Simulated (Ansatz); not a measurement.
## Ansatz (development build ahead of 0.2.0) run

```yaml
crystal:
  periodic: [false, false, false]
  atoms:
    - { symbol: C, position_ang: [0.0, 0.0, 0.0] }
    - { symbol: C, position_ang: [0.0, 0.0, 1.309] }
    - { symbol: C, position_ang: [0.0, 0.0, -1.309] }
    - { symbol: H, position_ang: [0.929, 0.0, 1.872] }
    - { symbol: H, position_ang: [-0.929, 0.0, 1.872] }
    - { symbol: H, position_ang: [0.0, 0.95687, -1.872] }
    - { symbol: H, position_ang: [0.0, -0.95687, -1.872] }
basis:
  gaussian: { orbitals: def2-SVPD }
hamiltonian:
  xc: hf
```

The input is written out in the form of the current development build from the run's settings.

Results

```json
{"Converged": "yes", "Total energy": "-115.77988 hartree", "Spin squared of the determinant": "0.000"}
```
